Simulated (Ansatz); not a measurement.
`C#CCOCC` at its PBE0-D4/def2-TZVP geometry, where that method's forces vanish. Charge 0, multiplicity 1.

```xyz
14

C     0.5240    2.6511    1.2683
C     0.7712    1.8745    0.3873
C     1.0717    0.9271   -0.6853
O     0.7730   -0.4047   -0.3670
C    -0.6100   -0.6483   -0.2181
C    -0.8037   -2.1085    0.0961
H     0.3089    3.3392    2.0513
H     2.1416    0.9605   -0.9058
H     0.5367    1.2400   -1.5953
H    -1.1334   -0.3755   -1.1477
H    -1.0170   -0.0194    0.5847
H    -1.8664   -2.3317    0.2122
H    -0.4041   -2.7334   -0.7049
H    -0.2926   -2.3708    1.0242
```

**Question.** What forces (eV/Å) does PBE-D4/def2-TZVPP give on these atoms in Ansatz 0.2.0? (An estimate is asked.)

**Answer.** Computed: 
```
C1  -0.204  0.619  0.716
C2   0.219 -0.596 -0.753
C3   0.035  0.366  0.066
O4   0.422 -0.491  0.058
C5  -0.257 -0.058  0.036
C6  -0.012 -0.027  0.007
H7  -0.044  0.136  0.160
H8   0.244 -0.001 -0.069
H9  -0.120  0.085 -0.242
H10 -0.137  0.075 -0.209
H11 -0.114  0.146  0.175
H12 -0.203 -0.053  0.024
H13  0.074 -0.136 -0.155
H14  0.096 -0.064  0.186
```
